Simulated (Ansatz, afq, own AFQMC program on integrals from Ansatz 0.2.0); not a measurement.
Two steps: Ansatz 0.2.0 writes the Fock matrix and Cholesky factors of the valence space, and afq projects on them the lowest state that overlaps trial and start.

```yaml
crystal:
  periodic: [false, false, false]
  atoms:
    - {symbol: S, position_ang: [0.000000, 0.000000, 0.000000]}
    - {symbol: Br, position_ang: [0.000000, 0.000000, 1.800000]}
basis:
  gaussian: {orbitals: cc-pVDZ}
total_charge: 1
magnetization: {spin_polarized: true, initial_magnetization: 2}
correlation: {method: ccsd_t, electrons: outside_noble_gas, hamiltonian_folder: ham}
```

```sh
$ ansatz run in.yaml --threads 1 --pin off --events-out ev --progress --plain --max-ram 1382MiB
```

Options of the walk:

```
--method phaseless --trial hf --walkers 120 --populations 1 --least-time 40 --time-step 0.005 --steps-per-block 20 --equilibration-blocks 112 --max-blocks 600 --target-error 0.00126 --factor-cut 1e-05 --start spin_pure --seed 890 --taylor-order 6
```

Times are imaginary, in 1/Eh. The walk had a cap of 514 s. Filled inner d shells are frozen with the cores.

afq prints:

```
orbitals 26  electrons 7 5  factors 194 of 509
reference energy -2969.52441178 Eh
CCSD correlation -0.23257809 Eh in 10 cycles, weight of the determinant in the CISD state 0.8870
energy of the start -2969.524961 Eh
 block  time / (1/Eh)  mean weight  energy / Eh
     1     0.100  1.0005  -2969.573274
     2     0.200  1.0004  -2969.602394
     3     0.300  1.0024  -2969.639907
     4     0.400  1.0021  -2969.667810
     5     0.500  1.0009  -2969.695446
     8     0.800  1.0013  -2969.721549
    18     1.800  1.0016  -2969.727345
    69     6.900  0.9983  -2969.750974
    86     8.600  1.0022  -2969.797848
   120    12.000  1.0010  -2969.771757
   171    17.100  1.0004  -2969.796696
   222    22.200  1.0003  -2969.774072
   273    27.300  0.9966  -2969.753876
   324    32.400  1.0020  -2969.746280
   375    37.500  1.0014  -2969.775926
   426    42.600  1.0005  -2969.752677
   477    47.700  1.0003  -2969.774132
   528    52.800  1.0012  -2969.759283
   579    57.900  0.9996  -2969.787861
   630    63.000  1.0016  -2969.767425
   681    68.100  0.9994  -2969.729522
   698    69.800  1.0022  -2969.766303
blocks merged  error / Eh  count
     1  0.000757  600
     2  0.001016  300
     4  0.001364  150
     8  0.001791  75
    16  0.002304  37
    32  0.002573  18
    64  0.002484  9
energy -2969.764082 +/- 0.002573 Eh
(rows thinned)
```

The run passed its tests (sampling time, drift between the halves within three errors, error under three times the target), which doesn't prove that it has relaxed.

Against this walk (error 70.0 meV) on the same determinant: CCSD(T) 6.4 meV higher (within the noise), the released energy of a separate walk with a CISD trial 37.1 ± 71.9 meV lower (within the noise), a separate phaseless walk with a CISD trial and standard settings 6.1 ± 70.9 meV lower (within the noise). The error is statistical and leaves out the bias of the constraint.

Cautions: constraint bias not in the error; error above the target (70.0 against 34.3 meV); no relativity below Rb; no spin-orbit coupling; inner d shell frozen; lower spins were not checked.

The walk took 95 s on 1 thread of Intel(R) Xeon(R) 6975P-C (Granite Rapids), with other jobs on the host. The log's last line is the phaseless energy.

A walk keeps the symmetry of its determinant, which the program's search chose and which needn't be the lowest solution, so a lower state of the same spin and another symmetry isn't excluded.
